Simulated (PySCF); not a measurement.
Species: OsOF5 (doublet state).
Bonds: O1–Os2 (double), Os2–F3, Os2–F4, Os2–F5, Os2–F6, Os2–F7.

Method: PySCF, PBE0-D3(BJ)/def2-SVP geometry optimisation, gas phase, def2 core potentials past Kr; unrestricted, density fitting, grid level 1; the optimiser is geomeTRIC in internal coordinates, started from a GFN2-xTB structure with every atom displaced at random (about 0.01 Å).

Step 4: E = -18071.3622 eV
```
atom  x, y, z in Å  |  force x, y, z in eV/Å
O1      0.3370   -0.4561   -1.6881    0.018  -0.238  -0.370
Os2     0.0250   -0.0350   -0.1188   -0.002  -0.038   0.214
F3      1.6103    0.8957    0.0721    0.000   0.091   0.081
F4     -0.8613    1.5224   -0.5694    0.035   0.090   0.053
F5      0.8429   -1.5160    0.6308   -0.048  -0.021  -0.126
F6     -0.3070    0.4434    1.6376   -0.016   0.207   0.247
F7     -1.6125   -0.8835   -0.0145    0.012  -0.091  -0.098
```

Step 5: E = -18071.3633 eV
```
atom  x, y, z in Å  |  force x, y, z in eV/Å
O1      0.3336   -0.4772   -1.6907   -0.083   0.004   0.183
Os2     0.0233   -0.0384   -0.1166    0.036   0.152   0.008
F3      1.5855    0.9297    0.0631    0.116  -0.064   0.118
F4     -0.8211    1.5420   -0.5608   -0.146  -0.003  -0.002
F5      0.8238   -1.5305    0.6163    0.096  -0.051   0.051
F6     -0.3101    0.4553    1.6559    0.065  -0.077  -0.322
F7     -1.6006   -0.9101   -0.0174   -0.084   0.039  -0.036
```

Step 6: E = -18071.3700 eV
```
atom  x, y, z in Å  |  force x, y, z in eV/Å
O1      0.3276   -0.4810   -1.6904   -0.019   0.038   0.111
Os2     0.0245   -0.0362   -0.1176    0.023   0.088   0.034
F3      1.5958    0.9156    0.0783    0.044  -0.018   0.014
F4     -0.8406    1.5344   -0.5604   -0.034   0.017  -0.009
F5      0.8370   -1.5232    0.6154    0.025  -0.051   0.041
F6     -0.3043    0.4602    1.6509    0.004  -0.080  -0.212
F7     -1.6056   -0.8990   -0.0265   -0.044   0.006   0.021
```

Problem. Estimate the geometry and energy of step 7. (The exact step hangs on the optimiser's Hessian estimate; all steps are aligned on step 6, rigid shifts and turns removed.)

Solution. E = -18071.3698 eV, largest force 0.244 eV/Å
```
atom  x, y, z in Å  |  force x, y, z in eV/Å
O1      0.3339   -0.4798   -1.6853   -0.032  -0.028  -0.141
Os2     0.0245   -0.0353   -0.1175    0.047  -0.002  -0.030
F3      1.6019    0.9125    0.0739   -0.033  -0.025   0.036
F4     -0.8467    1.5373   -0.5533    0.029  -0.056  -0.048
F5      0.8412   -1.5250    0.6171   -0.046   0.056  -0.009
F6     -0.3109    0.4568    1.6352   -0.006   0.042   0.240
F7     -1.6096   -0.8957   -0.0205    0.040   0.012  -0.049
```

The energy changes by +0.0002 eV. The first-order estimate −F·Δx gives -0.0052 eV and the mean of the old and new forces, exact on a quadratic surface, +0.0007 eV. The step makes an angle of 45° with the force vector and moves no atom by more than 0.017 Å.

What follows is the cost of the whole optimisation. The run took 5.8 min of wall time on one thread of an Arm Neoverse N1 (shared host), and the process peaked at 0.54 GiB of memory.
